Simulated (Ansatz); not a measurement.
# C₂HLi: functionals against CCSD(T) at one geometry

How do the functionals fare away from a minimum? The structure is a structure displaced at random from a GFN2-xTB minimum.

Method: single points in def2-TZVPP; program: Ansatz 0.2.0, Gaussian basis.

Correlated methods freeze the cores. The outer core shell of Li, Na, Mg and K is correlated.

**1. Starting geometry**

SMILES `[Li][C]#C`, 4 atoms, charge 0, spin multiplicity 1.

Atoms are counted from 1 here; the program's logs count them from 0.

Bond lengths: Li1–C2 1.938 Å, C2–C3 1.180 Å, C3–H4 0.975 Å. Angles: Li1–C2–C3 175.4°, C2–C3–H4 163.2°.

Geometry (Å):

```csv
atom,x (Å),y (Å),z (Å)
Li1,-2.1467,0.3850,-0.4626
C2,-0.2643,0.1215,-0.0849
C3,0.8601,-0.0372,0.2362
H4,1.7920,-0.3239,0.2619
```

**2. CCSD(T)/def2-TZVPP**

run/in.yaml

```yaml
crystal:
  periodic: [false, false, false]
  atoms:
    - {symbol: Li, position_ang: [-2.146700, 0.385000, -0.462600]}
    - {symbol: C, position_ang: [-0.264300, 0.121500, -0.084900]}
    - {symbol: C, position_ang: [0.860100, -0.037200, 0.236200]}
    - {symbol: H, position_ang: [1.792000, -0.323900, 0.261900]}
basis:
  gaussian: {orbitals: def2-TZVPP}
correlation: {method: ccsd_t}
output: {forces: true}
```

The command line of these runs was not kept.

**3. PBE0-D4/def2-TZVPP**

Changes to run/in.yaml since step 2:

```diff
@@ -9,3 +9,3 @@
   gaussian: {orbitals: def2-TZVPP}
-correlation: {method: ccsd_t}
-output: {forces: true}
+hamiltonian: {xc: pbe0, dispersion: d4}
+output: {forces: true, orbitals: {seedname: orbitals}}
```

**4. wB97M-V/def2-TZVPP**

Changes to run/in.yaml since step 3:

```diff
@@ -9,3 +9,3 @@
   gaussian: {orbitals: def2-TZVPP}
-hamiltonian: {xc: pbe0, dispersion: d4}
-output: {forces: true, orbitals: {seedname: orbitals}}
+hamiltonian: {xc: {name: wB97M-V}}
+output: {forces: true}
```

**5. r2SCAN-D4/def2-TZVPP**

Changes to run/in.yaml since step 4:

```diff
@@ -9,3 +9,3 @@
   gaussian: {orbitals: def2-TZVPP}
-hamiltonian: {xc: {name: wB97M-V}}
+hamiltonian: {xc: r2scan, dispersion: d4}
 output: {forces: true}
```

**6. PBE-D4/def2-TZVPP**

Changes to run/in.yaml since step 5:

```diff
@@ -9,3 +9,3 @@
   gaussian: {orbitals: def2-TZVPP}
-hamiltonian: {xc: r2scan, dispersion: d4}
+hamiltonian: {xc: pbe, dispersion: d4}
 output: {forces: true}
```

**7. r2SCAN0-D4/def2-TZVPP**

Changes to run/in.yaml since step 6:

```diff
@@ -9,3 +9,3 @@
   gaussian: {orbitals: def2-TZVPP}
-hamiltonian: {xc: pbe, dispersion: d4}
+hamiltonian: {xc: {name: r2SCAN0}, dispersion: d4}
 output: {forces: true}
```

**8. CAM-B3LYP-D4/def2-TZVPP**

Changes to run/in.yaml since step 7:

```diff
@@ -9,3 +9,3 @@
   gaussian: {orbitals: def2-TZVPP}
-hamiltonian: {xc: {name: r2SCAN0}, dispersion: d4}
+hamiltonian: {xc: {name: CAM-B3LYP}, dispersion: d4}
 output: {forces: true}
```

(Steps that only read results are left out.)

What does the calculation give? Wanted: energy less free atoms, CCSD(T)/def2-TZVPP; RMS force component; RMS force error; HOMO and LUMO, PBE0-D4; T1 diagnostic.

As calculated:

| quantity | value |
| --- | --- |
| energy less free atoms, CCSD(T)/def2-TZVPP | -15.195 eV |
| RMS force component | 1.830 to 2.240 eV/Å over the methods |
| RMS force error | PBE0-D4 0.488, wB97M-V 0.595, r2SCAN-D4 0.388, PBE-D4 0.167, r2SCAN0-D4 0.646, CAM-B3LYP-D4 0.742 eV/Å |
| HOMO and LUMO, PBE0-D4 | -6.38 and -1.06 eV |
| T1 diagnostic | 0.013 |

In words: Against CCSD(T) the functionals' energies less atoms differ by -0.934 to -0.124 eV, PBE-D4 by -0.934 eV. A larger basis would deepen the CCSD(T) value, while the functionals are nearly converged already, so the order here is not reliable. The forces of PBE-D4 come nearest to CCSD(T), those of CAM-B3LYP-D4 are farthest. Frozen-core CCSD(T) forces in triple zeta carry basis errors of their own, and this is one geometry, so small gaps rank nothing.
